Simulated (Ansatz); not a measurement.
A run of Ansatz (development build ahead of 0.2.0) on doublet PO at this shape:

```xyz
2

P     0.0000    0.0000   -0.7232
O     0.0000    0.0000    0.7232
```

Its results:

```
Converged          : yes
Reference energy   : -415.44116 hartree
Correlation energy : -0.19481 hartree
Total energy       : -415.63597 hartree
```

Which input gives this output? Name the method, the orbitals and the basis set, and write the input.

ROHF-CCSD(T) in 6-31G.

```yaml
crystal:
  periodic: [false, false, false]
  atoms:
    - { symbol: P, position_ang: [0.0, 0.0, -0.72324] }
    - { symbol: O, position_ang: [0.0, 0.0, 0.72324] }
basis:
  gaussian: { orbitals: "6-31G" }
magnetization:
  initial_magnetization: 1
hamiltonian:
  xc: hf
correlation:
  method: ccsd_t
  frozen_orbitals: { O: 1, P: 5 }
```
